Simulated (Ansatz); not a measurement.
1T (CdI2-type) ZrSe2 was calculated with PBE (plane waves, PAW; Ansatz, a quantum-chemistry and plane-wave program).

Question: What does this level give for the interlayer binding energy, layer repeat distance and gap between the layers?

Answer: 
* **interlayer binding energy**: 1.0 meV/Å²
* **layer repeat distance**: 6.872 Å
* **gap between the layers**: 3.705 Å

Note: the cell comes from a level without a dispersion term, which matters for the spacing of layers, chains or molecules; the cell has widely spaced layers and the level no dispersion term, so their spacing and the moduli can rest on weak binding.

Static lattice: no zero-point or thermal effects.
